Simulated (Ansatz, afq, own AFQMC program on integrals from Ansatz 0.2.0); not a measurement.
# SiH5 (doublet): quantum Monte Carlo beside coupled cluster at distance Si1–H5 along a hydrogen transfer = 1.613 Å, cc-pVTZ

Aim: compute SiH5 (doublet) with auxiliary-field quantum Monte Carlo on the same integrals as coupled cluster, and set the energies side by side.

Computed with Ansatz 0.2.0, Gaussian basis, and an in-house AFQMC program (afq) on its integrals; all values are calculated. Level: cc-pVTZ, frozen cores.

To be run: PBE (unrestricted); r2SCAN (unrestricted); PBE0 (unrestricted); B3LYP (unrestricted); CCSD(T) on UHF; wB97M-V (unrestricted); B2PLYP (unrestricted); CCSDT(Q) on UHF; CCSD(T) on UHF; CCSD(T) on UHF; Phaseless AFQMC, CISD trial on UHF.

## (1) The system

The geometry derives from fragments relaxed apart (PBE0/def2-TZVP) and kept rigid, so it is no stationary point. A hydrogen atom is moved between rigid fragments.

6 atoms, charge 0, spin multiplicity 2.

Atoms are counted from 1 here; the program's logs count them from 0.

Bond lengths: Si1–H2 1.485 Å, Si1–H3 1.485 Å, Si1–H4 1.485 Å, Si1–H5 1.613 Å. Angles: H2–Si1–H3 109.5°, H2–Si1–H4 109.5°, H2–Si1–H5 109.5°, H3–Si1–H4 109.5°, H3–Si1–H5 109.5°, H4–Si1–H5 109.5°.

## (2) PBE (unrestricted)

Input file in.yaml:

```yaml
crystal:
  periodic: [false, false, false]
  atoms:
    - {symbol: Si, position_ang: [-0.080890, 0.000000, 0.000000]}
    - {symbol: H, position_ang: [-0.575762, 1.399708, 0.000000]}
    - {symbol: H, position_ang: [-0.575761, -0.699854, 1.212183]}
    - {symbol: H, position_ang: [-0.575762, -0.699854, -1.212183]}
    - {symbol: H, position_ang: [1.532110, 0.000000, 0.000000]}
    - {symbol: H, position_ang: [2.449110, 0.000000, 0.000000]}
basis:
  gaussian: {orbitals: cc-pVTZ}
magnetization: {spin_polarized: true, initial_magnetization: 1}
hamiltonian: {xc: {name: PBE}}
output: {orbitals: {seedname: orbitals}}
```

The run is started by

```console
> ansatz run in.yaml --threads 1 --pin off --events-out ev --progress --plain --max-ram 5632MiB --backend cpu
```

Output:

```text
Functional definition: PBE
  name "PBE"
  cite "Perdew, Burke & Ernzerhof, Phys. Rev. Lett. 77, 3865 (1996) doi:10.1103/PhysRevLett.77.3865"
  parent pbe
  parameter kappa = 0.804
  parameter beta = 0.06672455060314922
  exchange = pbe_x(kappa = kappa, mu = beta*pi^2/3)
  correlation = pbe_c(beta = beta)
575 factors; their error is unknown
mean field evaluation 1: about -7950.9520 eV, gradient 1.0e1 eV
mean field evaluation 2: about -7951.6577 eV, gradient 4.8e0 eV
mean field evaluation 4: about -7951.8620 eV, gradient 1.7e-1 eV
mean field evaluation 8: about -7951.8375 eV, gradient 1.6e-1 eV
mean field evaluation 16: about -7951.8375 eV, gradient 1.9e-5 eV
mean field -7951.83754591 eV, -292.2246398630 hartree, gradient 1.9e-5 eV, S^2 0.754362; 0 other end points of the search recorded, 0 dependent functions left out
reference -7951.83758234 eV, -292.2246412018 hartree; 10, 9 occupied and 94, 95 virtual orbitals, 575 factors
Total energy: -7951.83758234 eV, -292.2246412018 hartree
```

Run time: 1.3 s. Hardware: 1 thread of AMD EPYC 7R13 (Zen 3), shared host; peak memory 1.9 GiB.

From the report: ⟨S²⟩ of the determinant 0.754 (pure doublet: 0.75).

## (3) r2SCAN (unrestricted)

in.yaml: that of step 2 with these lines changed.

```diff
@@ -12,3 +12,2 @@
 magnetization: {spin_polarized: true, initial_magnetization: 1}
-hamiltonian: {xc: {name: PBE}}
-output: {orbitals: {seedname: orbitals}}
+hamiltonian: {xc: {name: r2SCAN}}
```

Same command.

Output:

```text
Functional definition: r2SCAN
  name "r2SCAN"
  cite "Furness, Kaplan, Ning, Perdew & Sun, J. Phys. Chem. Lett. 11, 8208 (2020) doi:10.1021/acs.jpclett.0c02405"
  cite "Furness, Kaplan, Ning, Perdew & Sun, J. Phys. Chem. Lett. 11, 9248 (2020) doi:10.1021/acs.jpclett.0c03077"
  parent r2scan
  parameter k0 = 0.174
  parameter k1 = 0.065
  parameter a1 = 4.9479
  exchange = r2scan_x(k0 = k0, k1 = k1, a1 = a1)
  correlation = r2scan_c
575 factors; their error is unknown
mean field evaluation 1: about -7954.9305 eV, gradient 8.5e0 eV
mean field evaluation 2: about -7955.4299 eV, gradient 3.5e0 eV
mean field evaluation 4: about -7955.5237 eV, gradient 2.4e-1 eV
mean field evaluation 8: about -7955.4997 eV, gradient 3.0e-2 eV
mean field evaluation 16: about -7955.4997 eV, gradient 5.1e-5 eV
mean field -7955.49969225 eV, -292.3592212589 hartree, gradient 5.1e-5 eV, S^2 0.759305; 0 other end points of the search recorded, 0 dependent functions left out
reference -7955.49970556 eV, -292.3592217481 hartree; 10, 9 occupied and 94, 95 virtual orbitals, 575 factors
Total energy: -7955.49970556 eV, -292.3592217481 hartree
```

It took 2.4 s on 1 thread of AMD EPYC 7R13 (Zen 3), shared host; peak memory 1.9 GiB.

From the report: ⟨S²⟩ of the determinant 0.759 (pure doublet: 0.75).

## (4) PBE0 (unrestricted)

in.yaml: that of step 3 with these lines changed.

```diff
@@ -12,2 +12,3 @@
 magnetization: {spin_polarized: true, initial_magnetization: 1}
-hamiltonian: {xc: {name: r2SCAN}}
+hamiltonian: {xc: {name: PBE0}}
+output: {orbitals: {seedname: orbitals}}
```

Same command.

Output:

```text
Functional definition: PBE0
  name "PBE0"
  cite "Adamo & Barone, J. Chem. Phys. 110, 6158 (1999) doi:10.1063/1.478522"
  cite "Perdew, Burke & Ernzerhof, Phys. Rev. Lett. 77, 3865 (1996) doi:10.1103/PhysRevLett.77.3865"
  parent pbe
  parameter a = 0.25
  parameter kappa = 0.804
  parameter beta = 0.06672455060314922
  exchange = (1 - a)*pbe_x(kappa = kappa, mu = beta*pi^2/3) + a*exact_x
  correlation = pbe_c(beta = beta)
584 factors; their error is unknown
mean field evaluation 1: about -7952.3654 eV, gradient 6.4e0 eV
mean field evaluation 2: about -7952.6583 eV, gradient 2.2e0 eV
mean field evaluation 4: about -7952.6988 eV, gradient 2.1e-1 eV
mean field evaluation 8: about -7952.7301 eV, gradient 2.3e-2 eV
mean field evaluation 16: about -7952.7302 eV, gradient 2.1e-5 eV
mean field -7952.73015261 eV, -292.2574425542 hartree, gradient 2.1e-5 eV, S^2 0.757281; 0 other end points of the search recorded, 0 dependent functions left out
reference -7952.73018009 eV, -292.2574435643 hartree; 10, 9 occupied and 94, 95 virtual orbitals, 584 factors
Total energy: -7952.73018009 eV, -292.2574435643 hartree
```

Wall time 1.4 s (1 thread of AMD EPYC 7R13 (Zen 3), shared host); peak memory 1.9 GiB.

From the report: ⟨S²⟩ of the determinant 0.757 (pure doublet: 0.75).

## (5) B3LYP (unrestricted)

in.yaml: that of step 4 with these lines changed.

```diff
@@ -12,3 +12,2 @@
 magnetization: {spin_polarized: true, initial_magnetization: 1}
-hamiltonian: {xc: {name: PBE0}}
-output: {orbitals: {seedname: orbitals}}
+hamiltonian: {xc: {name: B3LYP}}
```

Launched as before.

Output, shortened:

```text
Functional definition: B3LYP
  name "B3LYP"
  cite "Stephens, Devlin, Chabalowski & Frisch, J. Phys. Chem. 98, 11623 (1994) doi:10.1021/j100096a001"
  cite "Becke, Phys. Rev. A 38, 3098 (1988) doi:10.1103/PhysRevA.38.3098"
  cite "Lee, Yang & Parr, Phys. Rev. B 37, 785 (1988) doi:10.1103/PhysRevB.37.785"
  cite "Vosko, Wilk & Nusair, Can. J. Phys. 58, 1200 (1980) doi:10.1139/p80-159"
[...]
584 factors; their error is unknown
[...]
mean field -7957.16381948 eV, -292.4203768064 hartree, gradient 2.2e-5 eV, S^2 0.755375; 0 other end points of the search recorded, 0 dependent functions left out
reference -7957.16404622 eV, -292.4203851390 hartree; 10, 9 occupied and 94, 95 virtual orbitals, 584 factors
Total energy: -7957.16404622 eV, -292.4203851390 hartree
```

It took 1.4 s on 1 thread of AMD EPYC 7R13 (Zen 3), shared host; peak memory 1.9 GiB.

From the report: ⟨S²⟩ of the determinant 0.755 (pure doublet: 0.75).

## (6) CCSD(T) on UHF

in.yaml: that of step 5 with these lines changed.

```diff
@@ -12,2 +12,2 @@
 magnetization: {spin_polarized: true, initial_magnetization: 1}
-hamiltonian: {xc: {name: B3LYP}}
+correlation: {method: ccsd_t, electrons: outside_noble_gas, hamiltonian_folder: ham}
```

The run is started by

```console
> ansatz run in.yaml --threads 1 --pin off --events-out ev --progress --plain --max-ram 16896MiB --backend cuda --devices 0, --max-vram 18GiB
```

Output, shortened:

```text
Functional definition: HF
  name "HF"
  cite "Fock, Z. Phys. 61, 126 (1930) doi:10.1007/BF01340294"
  parent pbe
[...]
575 factors; integrals over basis functions are off by at most 1.1e-3 eV
[...]
mean field -7938.44935839 eV, -291.7326330466 hartree, gradient 3.3e-6 eV, S^2 0.773173; 0 other end points of the search recorded, 0 dependent functions left out
5 core orbitals not correlated: weight in the atoms' cores, before any rotation towards them, 1.000 or more for the frozen orbitals, at most 0.000 for the correlated occupied ones
reference -7938.44935839 eV, -291.7326330466 hartree; 5, 4 occupied and 94, 95 virtual orbitals, 575 factors
second order -4.25294502 eV of doubles, -0.00000000 eV of singles
cycle   1  -4.90018030 eV  change   -6.5e-1 eV  update   6.2e-2
[...]
cycle  10  -5.18050137 eV  change   -1.8e-6 eV  update   4.1e-6
perturbative correction -0.12896764 eV, -0.0047394734 hartree
Total energy: -7943.75882740 eV, -291.9277524339 hartree
```

Wall time 7 s (1 × NVIDIA H100 80GB HBM3 with 1 thread of AMD EPYC 7R13 (Zen 3), shared host); peak host memory 1.9 GiB.

From the report: ⟨S²⟩ of the determinant 0.773 (pure doublet: 0.75); correlation -5.3095 eV; T1 0.017; largest double amplitude 0.03.

This run also writes the integrals to the folder ham.

## (7) wB97M-V (unrestricted)

in.yaml: that of step 6 with these lines changed.

```diff
@@ -12,2 +12,3 @@
 magnetization: {spin_polarized: true, initial_magnetization: 1}
-correlation: {method: ccsd_t, electrons: outside_noble_gas, hamiltonian_folder: ham}
+hamiltonian: {xc: {name: wB97M-V}}
+output: {orbitals: {seedname: orbitals}}
```

The run is started by

```console
> ansatz run in.yaml --threads 1 --pin off --events-out ev --progress --plain --max-ram 5632MiB --backend cpu
```

Output, shortened:

```text
Functional definition: wB97M-V
  name "wB97M-V"
  cite "Mardirossian & Head-Gordon, J. Chem. Phys. 144, 214110 (2016) doi:10.1063/1.4952647"
  cite "Becke, J. Chem. Phys. 107, 8554 (1997) doi:10.1063/1.475007"
  cite "Vydrov & Van Voorhis, J. Chem. Phys. 133, 244103 (2010) doi:10.1063/1.3521275"
  # Of w^i u^j: cxij and so on, Table III.
[...]
  gx(w, u) = 1 - cx + cx01*u + cx10*w
  gss(w, u) = css00 + css04*u^4 + css10*w + css20*w^2 + css43*w^4*u^3
  gos(w, u) = cos00 + cos10*w + (cos20 + cos21*u)*w^2 + (cos60 + cos61*u)*w^6
[...]
      + integral(e_c_pw_mod_opposite_spin*gos(b97_w_opposite, b97_u_opposite)) + vv10(b, c)
584 factors; their error is unknown
157 factors; integrals over basis functions are off by at most 1.8e-5 eV
[...]
mean field -7954.85056423 eV, -292.3353662441 hartree, gradient 2.6e-5 eV, S^2 0.754243; 0 other end points of the search recorded, 0 dependent functions left out
reference -7954.85060685 eV, -292.3353678103 hartree; 10, 9 occupied and 94, 95 virtual orbitals, 584 factors
Total energy: -7954.85060685 eV, -292.3353678103 hartree
```

It took 5 s on 1 thread of AMD EPYC 7R13 (Zen 3), shared host; peak memory 1.9 GiB.

From the report: ⟨S²⟩ of the determinant 0.754 (pure doublet: 0.75).

## (8) B2PLYP (unrestricted)

in.yaml: that of step 7 with these lines changed.

```diff
@@ -12,3 +12,3 @@
 magnetization: {spin_polarized: true, initial_magnetization: 1}
-hamiltonian: {xc: {name: wB97M-V}}
-output: {orbitals: {seedname: orbitals}}
+hamiltonian: {xc: {name: B2PLYP}}
+correlation: {electrons: outside_noble_gas}
```

Launched as before.

Output, shortened:

```text
Functional definition: B2PLYP
  name "B2PLYP"
  cite "Grimme, J. Chem. Phys. 124, 034108 (2006) doi:10.1063/1.2148954"
  cite "Becke, Phys. Rev. A 38, 3098 (1988) doi:10.1103/PhysRevA.38.3098"
  cite "Lee, Yang & Parr, Phys. Rev. B 37, 785 (1988) doi:10.1103/PhysRevB.37.785"
[...]
575 factors; integrals over basis functions are off by at most 1.1e-3 eV
[...]
mean field -7951.23714786 eV, -292.2025756419 hartree, gradient 6.1e-6 eV, S^2 0.761114; 0 other end points of the search recorded, 0 dependent functions left out
5 core orbitals not correlated: weight in the atoms' cores, before any rotation towards them, 1.000 or more for the frozen orbitals, at most 0.000 for the correlated occupied ones
reference -7951.23729169 eV, -292.2025809274 hartree; 5, 4 occupied and 94, 95 virtual orbitals, 575 factors
second order -5.27535622 eV of doubles, -0.00000000 eV of singles
Total energy: -7952.66163787 eV, -292.2549246840 hartree
```

Run time: 1.9 s. Hardware: 1 thread of AMD EPYC 7R13 (Zen 3), shared host; peak memory 1.9 GiB.

From the report: ⟨S²⟩ of the determinant 0.761 (pure doublet: 0.75).

## (9) CCSDT(Q) on UHF

in.yaml: that of step 8 with these lines changed.

```diff
@@ -12,3 +12,2 @@
 magnetization: {spin_polarized: true, initial_magnetization: 1}
-hamiltonian: {xc: {name: B2PLYP}}
-correlation: {electrons: outside_noble_gas}
+correlation: {method: ccsdt_q, electrons: outside_noble_gas}
```

The run is started by

```console
> ansatz run in.yaml --threads 1 --pin off --events-out ev --progress --plain --max-ram 16896MiB --backend cuda --devices 0, --max-vram 18GiB
```

Output, shortened:

```text
Functional definition: HF
  name "HF"
  cite "Fock, Z. Phys. 61, 126 (1930) doi:10.1007/BF01340294"
  parent pbe
[...]
1272 factors; integrals over basis functions are off by at most 1.9e-7 eV
[...]
mean field -7938.44936742 eV, -291.7326333786 hartree, gradient 2.5e-6 eV, S^2 0.773173; 0 other end points of the search recorded, 0 dependent functions left out
5 core orbitals not correlated: weight in the atoms' cores, before any rotation towards them, 1.000 or more for the frozen orbitals, at most 0.000 for the correlated occupied ones
reference -7938.44936742 eV, -291.7326333786 hartree; 5, 4 occupied and 94, 95 virtual orbitals, 1272 factors
second order -4.25296722 eV of doubles, -0.00000000 eV of singles
cycle   1  -4.90014903 eV  change   -6.5e-1 eV  update   6.8e-2
[...]
cycle  15  -5.33541716 eV  change    9.9e-7 eV  update   2.6e-7
perturbative correction -0.00380715 eV, -0.0001399101 hartree
Total energy: -7943.78859174 eV, -291.9288462530 hartree
```

Wall time 22 s (1 × NVIDIA H100 80GB HBM3 with 1 thread of AMD EPYC 7R13 (Zen 3), shared host); peak host memory 1.9 GiB.

From the report: ⟨S²⟩ of the determinant 0.773 (pure doublet: 0.75); correlation -5.3392 eV; T1 0.017; largest double amplitude 0.03.

## (10) CCSD(T) on UHF

in.yaml: that of step 9 with these lines changed.

```diff
@@ -10,4 +10,4 @@
 basis:
-  gaussian: {orbitals: cc-pVTZ}
+  gaussian: {orbitals: def2-TZVPP}
 magnetization: {spin_polarized: true, initial_magnetization: 1}
-correlation: {method: ccsdt_q, electrons: outside_noble_gas}
+correlation: {method: ccsd_t, electrons: outside_noble_gas}
```

Launched as before.

Output, shortened:

```text
Functional definition: HF
  name "HF"
  cite "Fock, Z. Phys. 61, 126 (1930) doi:10.1007/BF01340294"
  parent pbe
[...]
611 factors; integrals over basis functions are off by at most 1.4e-3 eV
[...]
mean field -7938.37879762 eV, -291.7300399862 hartree, gradient 2.9e-6 eV, S^2 0.773134; 0 other end points of the search recorded, 0 dependent functions left out
5 core orbitals not correlated: weight in the atoms' cores, before any rotation towards them, 1.000 or more for the frozen orbitals, at most 0.000 for the correlated occupied ones
reference -7938.37879762 eV, -291.7300399862 hartree; 5, 4 occupied and 102, 103 virtual orbitals, 611 factors
second order -4.26244161 eV of doubles, -0.00000000 eV of singles
cycle   1  -4.90938517 eV  change   -6.5e-1 eV  update   6.2e-2
[...]
cycle  10  -5.19105371 eV  change   -1.9e-6 eV  update   4.3e-6
perturbative correction -0.12945363 eV, -0.0047573330 hartree
Total energy: -7943.69930496 eV, -291.9255650244 hartree
```

Run time: 3.9 s. Hardware: 1 × NVIDIA H100 80GB HBM3 with 1 thread of AMD EPYC 7R13 (Zen 3), shared host; peak host memory 1.9 GiB.

From the report: ⟨S²⟩ of the determinant 0.773 (pure doublet: 0.75); correlation -5.3205 eV; T1 0.017; largest double amplitude 0.04.

## (11) CCSD(T) on UHF

in.yaml: that of step 10 with these lines changed.

```diff
@@ -10,3 +10,3 @@
 basis:
-  gaussian: {orbitals: def2-TZVPP}
+  gaussian: {orbitals: "def2-QZVPP.json"}
 magnetization: {spin_polarized: true, initial_magnetization: 1}
```

The command is unchanged.

Output, shortened:

```text
Functional definition: HF
  name "HF"
  cite "Fock, Z. Phys. 61, 126 (1930) doi:10.1007/BF01340294"
  parent pbe
[...]
1268 factors; integrals over basis functions are off by at most 9.7e-4 eV
[...]
mean field -7938.64420195 eV, -291.7397934152 hartree, gradient 3.6e-6 eV, S^2 0.773224; 0 other end points of the search recorded, 0 dependent functions left out
5 core orbitals not correlated: weight in the atoms' cores, before any rotation towards them, 1.000 or more for the frozen orbitals, at most 0.000 for the correlated occupied ones
reference -7938.64420195 eV, -291.7397934152 hartree; 5, 4 occupied and 210, 211 virtual orbitals, 1268 factors
second order -4.53759410 eV of doubles, -0.00000000 eV of singles
cycle   1  -5.11842606 eV  change   -5.8e-1 eV  update   6.2e-2
[...]
cycle  10  -5.40134797 eV  change    5.3e-7 eV  update   5.7e-6
perturbative correction -0.14474284 eV, -0.0053192013 hartree
Total energy: -7944.19029275 eV, -291.9436084930 hartree
```

Wall time 5.5 s (1 × NVIDIA H100 80GB HBM3 with 1 thread of AMD EPYC 7R13 (Zen 3), shared host); peak host memory 1.9 GiB.

From the report: ⟨S²⟩ of the determinant 0.773 (pure doublet: 0.75); correlation -5.5461 eV; T1 0.017; largest double amplitude 0.03.

## (12) Phaseless AFQMC, CISD trial on UHF

It reads the integrals that the CCSD(T) run on this determinant wrote.

The run is started by

```console
> afq ham --method phaseless --trial cisd --walkers 1100 --populations 20 --least-time 60 --time-step 0.005 --steps-per-block 50 --equilibration-blocks 28 --max-blocks 4000 --target-error 0.00018 --factor-cut 1e-05 --start spin_pure --seed 9193 --release-times 0.24,0.51,0.99,1.62,2.4 --release-step 0.03 --release-every 3 --taylor-order 6
```

Output:

```text
orbitals 99  electrons 5 4  factors 571 of 575
reference energy -291.73263305 Eh
CCSD correlation -0.19037995 Eh in 10 cycles, weight of the determinant in the CISD state 0.9009
energy of the start -291.922426 Eh
 block  time / (1/Eh)  mean weight  energy / Eh
     1     0.250  1.0001  -291.920976
     2     0.500  1.0006  -291.922303
     3     0.750  0.9994  -291.923649
     4     1.000  1.0001  -291.924808
     5     1.250  1.0000  -291.925338
     6     1.500  1.0000  -291.926119
     7     1.750  1.0004  -291.927045
     8     2.000  0.9997  -291.927063
     9     2.250  0.9997  -291.927544
    10     2.500  0.9995  -291.927650
    11     2.750  0.9995  -291.927745
    12     3.000  1.0000  -291.927697
    13     3.250  1.0000  -291.927729
    14     3.500  1.0000  -291.928430
    15     3.750  1.0002  -291.927632
    16     4.000  0.9994  -291.927908
    17     4.250  0.9999  -291.928692
    18     4.500  1.0004  -291.928389
    19     4.750  1.0004  -291.928225
    20     5.000  1.0002  -291.928200
    21     5.250  0.9997  -291.928443
    22     5.500  0.9994  -291.928544
    23     5.750  1.0000  -291.928517
    24     6.000  1.0004  -291.928435
    25     6.250  0.9998  -291.928135
    26     6.500  1.0007  -291.928494
    27     6.750  0.9995  -291.928840
    28     7.000  0.9992  -291.929253
    29     7.250  1.0000  -291.929288
    30     7.500  0.9999  -291.929521
    31     7.750  1.0003  -291.929145
    32     8.000  0.9999  -291.928968
    33     8.250  1.0002  -291.928761
    34     8.500  1.0002  -291.928796
    35     8.750  0.9993  -291.928682
    36     9.000  1.0000  -291.928220
    37     9.250  0.9995  -291.927996
    38     9.500  1.0002  -291.928313
    39     9.750  0.9998  -291.928027
    40    10.000  0.9997  -291.928588
    41    10.250  1.0001  -291.929097
    42    10.500  1.0001  -291.928398
    43    10.750  0.9999  -291.928189
    44    11.000  0.9997  -291.927971
    45    11.250  1.0000  -291.928347
    46    11.500  1.0008  -291.928076
    47    11.750  1.0004  -291.928339
    48    12.000  1.0000  -291.928446
    49    12.250  0.9993  -291.928210
    50    12.500  0.9994  -291.928814
    51    12.750  0.9995  -291.929042
    52    13.000  1.0002  -291.929152
    53    13.250  0.9995  -291.928956
    54    13.500  1.0002  -291.929476
    55    13.750  1.0001  -291.929043
    56    14.000  0.9994  -291.928493
    57    14.250  0.9998  -291.928010
    58    14.500  1.0000  -291.928151
    59    14.750  0.9997  -291.928330
    60    15.000  1.0001  -291.928730
    61    15.250  0.9999  -291.928336
    62    15.500  1.0000  -291.928997
    63    15.750  1.0000  -291.929172
    64    16.000  1.0003  -291.929133
    65    16.250  1.0002  -291.929423
    66    16.500  1.0001  -291.929090
    67    16.750  1.0001  -291.929175
    68    17.000  1.0003  -291.928902
    69    17.250  1.0000  -291.929040
    70    17.500  1.0008  -291.928548
    71    17.750  1.0000  -291.928645
    72    18.000  0.9996  -291.928852
    73    18.250  1.0005  -291.928681
    74    18.500  0.9998  -291.928580
    75    18.750  0.9999  -291.928604
    76    19.000  1.0006  -291.928556
    77    19.250  0.9994  -291.928792
    78    19.500  1.0000  -291.928354
error from the spread of 20 populations
released: time / (1/Eh)  energy / Eh  error  mean overlap
  0.24  -291.928749  0.000088  0.9930
  0.51  -291.928745  0.000093  0.9878
  0.99  -291.928785  0.000099  0.9836
  1.62  -291.928721  0.000102  0.9898
  2.40  -291.928704  0.000158  0.9893
energy -291.928689 +/- 0.000118 Eh
```

Wall time 74 s (1 × NVIDIA H100 80GB HBM3 with 2 threads of AMD EPYC 7R13 (Zen 3), shared host); peak host memory 1.9 GiB.

Energy -7943.7843 ± 0.0032 eV. Caveats: constraint bias not in the error.

## (13) AFQMC on the ladder

On the UHF determinant, counted from CCSDT(Q) (a yardstick, not exact):

| level | energy (eV) | from CCSDT(Q) (kJ/mol) | statistical error (kJ/mol) | time |
| --- | --- | --- | --- | --- |
| HF | -7938.4494 | +515.2 |  |  |
| MP2 | -7942.7023 | +104.8 |  |  |
| CCSD | -7943.6299 | +15.3 |  |  |
| CCSD(T) | -7943.7588 | +2.9 |  |  |
| CCSDT(Q) | -7943.7886 | 0.0 |  |  |
| Phaseless AFQMC, CISD trial, step 0.005, 1100 walkers | -7943.7843 | +0.4 | 0.3 | 74 s |

The functionals' totals stand on their own zeros and serve differences with other points: PBE -7951.838 eV; r2SCAN -7955.500 eV; PBE0 -7952.730 eV; B3LYP -7957.164 eV; wB97M-V -7954.851 eV; B2PLYP -7952.662 eV.

## (14) Results

```
                                        quantity              value
                    CCSD(T) on UHF from CCSDT(Q)        +2.9 kJ/mol
Phaseless AFQMC, CISD trial on UHF from CCSDT(Q)  +0.4 ± 0.3 kJ/mol
```

In words: On UHF the phaseless walk with the CISD trial lies +0.4 kJ/mol from CCSDT(Q), within three error bars. Error bars are statistical and leave out the constraint, the time step and what remains of the start.
